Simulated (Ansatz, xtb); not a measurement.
## C3H5FO2: which of two isomers lies lower

Structure a is `O[C@@H]1CO[C@H]1F`, a singlet and structure b is `OC1(F)COC1`, a singlet. Both are isolated molecules in the gas phase, relaxed with B3LYP/def2-SVP; the shapes shown needn't be the lowest conformers.

a (Å):

```csv
atom,x (Å),y (Å),z (Å)
C,-0.2468,-2.1669,-0.8671
C,0.4453,-1.1544,0.0783
C,0.9040,-1.8150,-1.8173
F,1.6827,-2.8682,-2.1999
O,-1.5126,-1.8633,-1.3711
O,1.5418,-1.0192,-0.8488
H,-2.1848,-2.2451,-0.7933
H,-0.1539,-3.2131,-0.5252
H,0.7780,-1.5145,1.0664
H,-0.1264,-0.2172,0.1883
H,0.6167,-1.2586,-2.7288
```

b (Å):

```yaml
atoms:
  - { symbol: C, position_ang: [-0.2221, -1.8658, -1.2949] }
  - { symbol: C, position_ang: [0.8045, -2.7913, -0.6351] }
  - { symbol: C, position_ang: [0.1367, -0.8741, -0.1667] }
  - { symbol: F, position_ang: [-1.5254, -2.3124, -1.2082] }
  - { symbol: O, position_ang: [0.0721, -1.5420, -2.5928] }
  - { symbol: O, position_ang: [1.0924, -1.8022, 0.3683] }
  - { symbol: H, position_ang: [-0.5369, -0.8477, -2.8866] }
  - { symbol: H, position_ang: [0.3695, -3.7147, -0.2167] }
  - { symbol: H, position_ang: [1.6748, -3.0282, -1.2693] }
  - { symbol: H, position_ang: [0.6022, 0.0670, -0.5088] }
  - { symbol: H, position_ang: [-0.6913, -0.6598, 0.5309] }
```

**Question.** Estimate which is lower in electronic energy at CCSD(T)/def2-SVP + ΔMP2/def2-TZVPP, and by roughly how much.

**Answer.** CCSD(T)/def2-SVP + ΔMP2/def2-TZVPP gives E(b) − E(a) = −0.92 kcal/mol, slightly favouring structure b, which is too small a margin to settle the true order.

Level by level:

```json
{"level": "GFN2-xTB", "geometry": "GFN2-xTB", "E(b) − E(a) (kcal/mol)": "−3.00", "departure from the last row (kcal/mol)": "−2.08", "job, with rough time for the two": "optimisation, 0.096 s"}
{"level": "HF/STO-3G", "geometry": "GFN2-xTB", "E(b) − E(a) (kcal/mol)": "−2.01", "departure from the last row (kcal/mol)": "−1.09", "job, with rough time for the two": "single point, 0.28 s"}
{"level": "r2SCAN-D4/def2-SVP", "geometry": "GFN2-xTB", "E(b) − E(a) (kcal/mol)": "−1.72", "departure from the last row (kcal/mol)": "−0.80", "job, with rough time for the two": "single point, 3.3 s"}
{"level": "B3LYP/def2-SVP", "geometry": "B3LYP/def2-SVP", "E(b) − E(a) (kcal/mol)": "−1.40", "departure from the last row (kcal/mol)": "−0.48", "job, with rough time for the two": "optimisation, 35 s"}
{"level": "HF/def2-SVP", "geometry": "B3LYP/def2-SVP", "E(b) − E(a) (kcal/mol)": "−1.34", "departure from the last row (kcal/mol)": "−0.42", "job, with rough time for the two": "part of the CCSD(T) run"}
{"level": "MP2/def2-SVP", "geometry": "B3LYP/def2-SVP", "E(b) − E(a) (kcal/mol)": "−1.25", "departure from the last row (kcal/mol)": "−0.34", "job, with rough time for the two": "part of the CCSD(T) run"}
{"level": "CCSD(T)/def2-SVP", "geometry": "B3LYP/def2-SVP", "E(b) − E(a) (kcal/mol)": "−1.37", "departure from the last row (kcal/mol)": "−0.45", "job, with rough time for the two": "single point"}
{"level": "CCSD(T)/def2-SVP + ΔMP2/def2-TZVPP", "geometry": "B3LYP/def2-SVP", "E(b) − E(a) (kcal/mol)": "−0.92", "departure from the last row (kcal/mol)": "", "job, with rough time for the two": "single point, 36 s"}
```

As drawn, both hold the same kinds of bond in the same numbers.

The largest departure from CCSD(T)/def2-SVP + ΔMP2/def2-TZVPP is that of GFN2-xTB, 2.08 kcal/mol. The last row adds to CCSD(T) the change of the MP2 difference between the two basis sets, here +0.45 kcal/mol.

With harmonic frequencies from B3LYP/def2-SVP (ideal gas, rigid rotor, one conformer each, 298.15 K, 1 atm): the zero-point term adds −0.25 kcal/mol; ΔH is −1.27 and ΔG −0.92 kcal/mol.

The correlated steps freeze 6 core orbitals. Run with Ansatz 0.2.0, xtb 6.7.1; the last row on 2 threads of Arm Neoverse V2 on a shared host.
